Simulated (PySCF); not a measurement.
Species: 2-hydroxyprop-2-enal, C3H4O2.
Geometry (PBE0-D3(BJ)/def2-SVP, Å), atoms numbered from 1 in this order:
```
atom  x, y, z in Å
C1    -0.758   -1.093   -0.453
C2    -0.220    0.113   -0.204
O3    -0.648    1.268   -0.719
C4     0.937    0.257    0.704
O5     1.405    1.352    0.920
H6    -1.613   -1.214   -1.120
H7    -0.329   -1.976    0.022
H8    -0.058    1.949   -0.345
H9     1.342   -0.671    1.166
```

Linear response at CAM-B3LYP/def2-SVPD (PySCF, frozen core in the response, non-relativistic). The structure is a single PBE0-D3(BJ)/def2-SVP conformer in the gas phase; no vibrational or solvent corrections.

Static isotropic polarisability: 47.45 au (7.03 Å³), principal values 30.1, 43.9, 68.3 au.

**Question.** What is the polarisability at 1064 nm and at the sodium D line?

**Answer.** 48.12 au at 1064 nm (+1.4 %), 49.84 au at 589.3 nm (+5.0 %). The rise at 589.3 nm is 3.57 times that at 1064 nm; a pure ω² law gives 3.26. The lowest singlet lies at 291 nm, shorter than both wavelengths.

**Question.** What is the isotropic C6 coefficient between two such molecules, C6 = (3/π)∫α(iω)² dω?

**Answer.** 880.3 au (Eh·bohr⁶) by a ten-point quadrature over imaginary frequencies, which is 526 eV·Å⁶ or 50.8 J·nm⁶/mol.

**Question.** Which effective excitation energy ω̄ makes London's formula C6 = (3/4)α²ω̄ exact here?

**Answer.** ω̄ = 4·C6/(3α²) = 0.521 Eh = 14.2 eV. A one-pole form α(ω) = α/(1 − ω²/ω̄²) fitted to the 1064 nm value gives 9.9 eV. London's choice of the ionisation energy (9.83 eV, ΔSCF at the same level) gives C6 = 610 au, 31 % too low.

**Question.** How anisotropic is the static polarisability, by Δα² = ½[(α1 − α2)² + (α2 − α3)² + (α3 − α1)²]?

**Answer.** Δα = 33.5 au, or 0.71 of the isotropic value.

**Question.** What three-body coefficient follows from the one-pole estimate C9 = (3/4)·α·C6?

**Answer.** 31300 au. This is an estimate from the two numbers above, not a computed integral.

**Question.** What n − 1 at the D line would an ideal gas of it have at 273.15 K and 1 atm (2.6868 × 10¹⁹ cm⁻³), by n − 1 = 2π·N·α′?

**Answer.** 12.47 × 10⁻⁴, a formal value whether or not that pressure can be reached.

**Question.** The lowest 10 singlets have (eV, f): 4.26, 0.000; 5.09, 0.238; 6.97, 0.014; 7.53, 0.002; 7.65, 0.016; 7.92, 0.036; 8.02, 0.058; 8.15, 0.001; 8.28, 0.228; 8.57, 0.000. What share of the static polarisability do they carry in the sum over states α = Σ f/ω²?

**Answer.** 10.80 au, 22.8 % of α; the largest term, 6.78 au, is that of the state at 5.09 eV. Their oscillator strengths add up to 0.59. Higher states carry the rest.

**Question.** What does −C6/R⁶ come to at R = 8 Å between centres?

**Answer.** -190 J/mol. This is the leading, orientation-averaged term; C8 and higher terms are left out.

On Arm Neoverse V1, one thread, shared host, this took 45 s and 0.68 GiB of memory at its peak. This is the whole response run at CAM-B3LYP/def2-SVPD, SCF included.
